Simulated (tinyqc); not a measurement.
Hueckel theory of the pi electrons with the omega technique, for the molecule C=C (SMILES; centres numbered as the heavy atoms are written), step by step. Computed by tinyqc, a small Python program that keeps every step. Settings: charge = 0, omega = 0.6, damping = 0.7. Command: `OMP_NUM_THREADS=1 python tinyqc.py 29092 29093 out.jsonl` (the two numbers bound the seeds that draw the settings). One thread of a shared host (Intel(R) Xeon(R) Processor @ 2.60GHz), about 0.01 s of CPU time with the checks.

## The Hueckel matrix

Centres:
```
centre  z_r, pi electrons of the neutral centre         h
1C                                            1  0.000000
2C                                            1  0.000000
```

Bonds:
```
i  j  k
1  2  1
```

H_rr = alpha + h_r beta, H_rs = k_rs beta for bonded centres.

Hueckel matrix in units of beta (H = alpha + beta A), order 1C, 2C:
```
[[0.000000, 1.000000],
 [1.000000, 0.000000]]
```

## Orbitals, round 1

pi electrons, sum of z_r less the charge = 2

Diagonalise; E = alpha + x beta with beta < 0, so the largest x are filled first; degenerate levels share their electrons. P = sum n_i c_ri c_si; each orbital has its largest coefficient positive (the first on a tie).

x values: [1.000000, -1.000000]

occupations: [2.000000, 0.000000]

coefficients, order 1C, 2C:
```
[[0.707107, 0.707107],
 [0.707107, -0.707107]]
```

charge and bond-order matrix P, order 1C, 2C:
```
[[1.000000, 1.000000],
 [1.000000, 1.000000]]
```

## Omega technique, round 1

h_r = h_r(0) + omega q_r, omega = 0.6, with q_r = z_r - P_rr; 0.7 of the old diagonal is kept.

matrix after round 1, order 1C, 2C:
```
[[0.000000, 1.000000],
 [1.000000, 0.000000]]
```

## Convergence

Each round sets h_r = h_r(0) + omega (z_r - P_rr), keeping the share named as damping of the old diagonal; repeat until output and input diagonals agree to 1e-6.

Rounds:
```
round   sum n x  largest |h(out) - h(in)|
1      2.000000                  1.33e-16
```

Converged in 1 rounds.

## Energy, charges, bond orders

E = sum n x; q_r = z_r - P_rr; bond order p = P_rs; free valence = sqrt(3) - sum of p over the bonds of the atom.

pi energy = 2 alpha + this times beta = 2.000000

pi charges: [0.000000, 0.000000]

Bond orders and lengths from R = 1.517 - 0.180 p (angstrom, C-C alone):
```
bond         p         R
1-2   1.000000  1.337000
```

free valence of the carbons: [0.732051, 0.732051]

gap between the highest filled and the next level = 2.000000 |beta|
